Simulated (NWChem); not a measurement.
# UB3LYP/6-311+G(d,p) run of C2H2F (SMILES C=[C]F)

What is the vertical ionisation energy of C2H2F at UB3LYP/6-311+G**? 

The results are computed with NWChem 7.3.0.

## (1) The molecule

C2H2F: 5 atoms, total charge 0, spin state doublet. As SMILES, `C=[C]F`. The shape is that of a PBE0-D4/def2-TZVP optimisation.

Bond lengths: C1–C2 1.309 Å, C2–F3 1.302 Å, C1–H4 1.087 Å, C1–H5 1.080 Å. Angles: C1–C2–F3 130.3°, C2–C1–H4 120.7°, C2–C1–H5 119.9°, H4–C1–H5 119.4°.

## (2) A single-point energy at UB3LYP/6-311+G(d,p)

File c2h2f.xyz:

```xyz
5

C      0.488200    -0.200400     0.008400
C     -0.592700     0.393700     0.447100
F     -1.725600     0.629500    -0.148900
H      0.534700    -0.590400    -1.005400
H      1.345200    -0.306200     0.657500
```

File c2h2f.nw:

```
start c2h2f
memory total 2200 mb

geometry noautosym nocenter noautoz
  load c2h2f.xyz
end

basis spherical bse
  * library 6-311+G**
end

dft
  xc b3lyp
  mult 2
  grid medium
  convergence energy 1e-08
  iterations 100
  mulliken
  noprint "final vectors analysis"
end

task dft energy
```

The run is started by

```bash
$ nwchem c2h2f.nw > c2h2f.out
```

The log of the run:

```text
[...]
          Wavefunction type:  spin polarized.
          No. of atoms     :     5
          No. of electrons :    23
[...]
          Charge           :     0
          Spin multiplicity:     2
[...]
          AO basis - number of functions:    78
[...]
              XC Information
              --------------
                         B3LYP Method XC Potential
                     Hartree-Fock (Exact) Exchange  0.200
                        Slater Exchange Functional  0.800 local
                    Becke 1988 Exchange Functional  0.720 non-local
              Lee-Yang-Parr Correlation Functional  0.810
                  VWN I RPA Correlation Functional  0.190 local
[...]
 d= 0,ls=0.0,diis     1   -177.1275585697 -2.38D+02  1.11D-02  1.95D-01     0.9
[...]
 d= 0,ls=0.0,diis    13   -177.1959135054 -1.75D-09  8.63D-07  2.28D-09     8.4
[...]
         Total DFT energy =     -177.195913505447
      One electron energy =     -362.923078479356
           Coulomb energy =      146.763612122570
    Exchange-Corr. energy =      -21.997591303352
 Nuclear repulsion energy =       60.961144154691
[...]
      Total Density - Mulliken Population Analysis
     ---------------------------------------------
    Atom       Charge   Shell Charges
 -----------   ------   -------------------------------------------------------
    1 C    6     6.31   1.10  0.89  0.66  0.76  1.46  0.46  0.90 -0.02  0.06  0.04
    2 C    6     5.95   1.10  0.88  0.60  0.80  1.32  0.49  0.56  0.04  0.04  0.12
    3 F    9     9.05   1.08  0.92  1.18  1.10  2.34  0.85  1.60 -0.04  0.03  0.01
    4 H    1     0.84   0.27  0.47  0.08  0.03
    5 H    1     0.84   0.27  0.47  0.07  0.03
[...]
      <S2> =      0.7595 (Exact =     0.7500)
[...]
```

Wall time 9.6 s (1 thread of AMD EPYC 7R13 (Zen 3), shared host); peak memory 0.11 GiB.

## (3) The singlet cation

File c2h2f.nw:

```
start c2h2f
title "C2H2F"
memory stack 880 mb heap 220 mb global 1100 mb
charge 1

geometry units angstrom noautosym nocenter noautoz
  C      0.488200    -0.200400     0.008400
  C     -0.592700     0.393700     0.447100
  F     -1.725600     0.629500    -0.148900
  H      0.534700    -0.590400    -1.005400
  H      1.345200    -0.306200     0.657500
end

basis "ao basis" spherical bse
  C library 6-311+G**
  F library 6-311+G**
  H library 6-311+G**
end

dft
  xc b3lyp
  grid medium
  convergence energy 1e-08
  iterations 100
  mulliken
  noprint "final vectors analysis"
end

task dft energy
```

The run is started by

```bash
$ nwchem c2h2f.nw > c2h2f.out
```

The log of the run:

```text
[...]
          Wavefunction type:  closed shell.
          No. of atoms     :     5
          No. of electrons :    22
[...]
          Charge           :     1
          Spin multiplicity:     1
[...]
          AO basis - number of functions:    78
[...]
              XC Information
              --------------
                         B3LYP Method XC Potential
                     Hartree-Fock (Exact) Exchange  0.200
                        Slater Exchange Functional  0.800 local
                    Becke 1988 Exchange Functional  0.720 non-local
              Lee-Yang-Parr Correlation Functional  0.810
                  VWN I RPA Correlation Functional  0.190 local
[...]
 d= 0,ls=0.0,diis     1   -176.6233300324 -2.38D+02  2.32D-02  1.97D+00     0.7
[...]
 d= 0,ls=0.0,diis    11   -176.8066854261 -9.70D-10  3.05D-07  8.58D-10     5.4
         Total DFT energy =     -176.806685426078
      One electron energy =     -355.599332102700
           Coulomb energy =      139.423843797055
    Exchange-Corr. energy =      -21.592341275125
 Nuclear repulsion energy =       60.961144154691
[...]
      Total Density - Mulliken Population Analysis
     ---------------------------------------------
    Atom       Charge   Shell Charges
 -----------   ------   -------------------------------------------------------
    1 C    6     6.17   1.10  0.89  0.64  0.79  1.45  0.48  0.75  0.01  0.03  0.04
    2 C    6     5.58   1.10  0.88  0.56  0.83  1.27  0.36  0.46 -0.04  0.03  0.11
    3 F    9     8.83   1.08  0.92  1.16  1.12  2.30  0.84  1.48 -0.05 -0.03  0.01
    4 H    1     0.69   0.25  0.42  0.00  0.03
    5 H    1     0.73   0.26  0.44  0.01  0.03
[...]
```

Wall time 6.6 s (1 thread of AMD EPYC 7R13 (Zen 3), shared host); peak memory 0.11 GiB.

## (4) Summary of results

At UB3LYP/6-311+G**:

| quantity | value |
| --- | --- |
| doublet C2H2F: total energy | -177.19591 Eh |
| doublet C2H2F: dipole moment | 1.11 D |
| doublet C2H2F: ⟨S²⟩ | 0.759 |
| singlet cation: total energy | -176.80669 Eh |
| vertical ionisation energy (to the singlet cation) | 10.591 eV |

The vertical ionisation energy comes to 10.59 eV (1022 kJ/mol). Only the singlet of the ionised species was computed; a triplet could lie lower.
